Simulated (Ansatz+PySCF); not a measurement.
**singlet HF₂(-): levels of theory in one basis**

```xyz
3

F     0.0000    0.0000   -1.2354
H     0.0000    0.0000    0.0000
F     0.0000    0.0000    1.2354
```

Basis set: def2-SVP (spherical functions). Correlated methods keep 2 orbitals frozen. Charge -1, multiplicity 1.

Computed with Ansatz (development build ahead of 0.2.0); each method stands on the lowest determinant of its kind that the runs found.

```
  method  E − E(RHF) (eV)  <S²> of the determinant
     RHF             0.00                     0.00
 RHF-MP2           -10.97                        –
RHF-CCSD           -11.13                        –
```

Question: What does RHF-CCSD(T) give on the same scale?

Answer: -11.23 eV.

Question: Is a single determinant a sound starting point here?

Answer: Only with care. Unrestricted orbitals gain 0.00 eV and <S²> is 0.00 against 0.00 for a pure state, but bonds are stretched.

Caution: no diffuse functions for an anion. Caution for RHF-MP2, RHF-CCSD, RHF-CCSD(T): bonds are stretched, where a single reference can fail.
